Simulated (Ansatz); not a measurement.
Geometry optimisation, RKS CAM-B3LYP/cc-pVDZ (Ansatz).

Input file:

```yaml
crystal:
  periodic: [false, false, false]
  atoms:
    - { symbol: Si, position_ang: [0.087973, 0.19445, -1.193689] }
    - { symbol: O, position_ang: [0.877352, 0.158721, 1.552416] }
    - { symbol: Si, position_ang: [-0.157285, -0.43802, 2.765587] }
    - { symbol: H, position_ang: [-1.051964, -1.497078, 2.216854] }
    - { symbol: H, position_ang: [0.626561, -1.01728, 3.898539] }
    - { symbol: H, position_ang: [-0.933493, 0.741277, 3.221008] }
    - { symbol: H, position_ang: [1.409144, -0.482492, 1.026803] }
    - { symbol: H, position_ang: [-0.931952, 1.275159, -0.841498] }
    - { symbol: H, position_ang: [-0.884736, -0.915437, -0.769721] }
basis:
  gaussian: { orbitals: cc-pVDZ }
hamiltonian:
  xc: cam_b3lyp
relax:
  f_tol: 0.03
  max_steps: 50
```

Command:

```bash
$ ansatz run input.yaml --threads 2 --pin off --max-ram 3072MiB --backend cpu --events-out ev --progress --plain --runs-dir out
```

Problem. Where does it end, and by what steps?

Solution. It converged. The force dipped under the threshold on the way, but the program's further checks kept it going. After 18 steps the energy has fallen by 0.566 eV; H6 moved furthest, 0.75 Å. Joined: Si1–O2 (2.86 → 2.06 Å).

```tsv
step	energy less start (eV)	largest force component (eV/Å)	accepted
0	0.0000	1.048	yes
1	-0.2004	1.584	yes
2	-0.3852	1.506	yes
3	-0.5020	1.030	yes
4	-0.5355	0.149	yes
5	-0.5252	0.802	no
6	-0.5498	0.199	yes
7	-0.5558	0.178	yes
8	-0.5577	0.095	yes
9	-0.5588	0.096	yes
10	-0.5594	0.287	yes
11	-0.5620	0.093	yes
12	-0.5644	0.064	yes
13	-0.5641	0.150	no
14	-0.5643	0.070	no
15	-0.5652	0.017	yes
16	-0.5657	0.050	yes
17	-0.5660	0.040	yes
18	-0.5661	0.014	yes
```

```xyz
9
Properties=species:S:1:pos:R:3
Si 0.059 0.133 -0.763
O 0.785 -0.137 1.150
Si -0.254 -0.503 2.490
H -0.896 -1.822 2.268
H 0.632 -0.545 3.689
H -1.221 0.614 2.544
H 1.674 -0.516 1.142
H -0.553 1.464 -0.315
H -1.184 -0.669 -0.329
```

Whether the end is a true minimum wasn't checked by a vibrational analysis.

Run time: 35 s on 2 threads of Arm Neoverse V1 (shared host), peak memory 0.18 GiB.
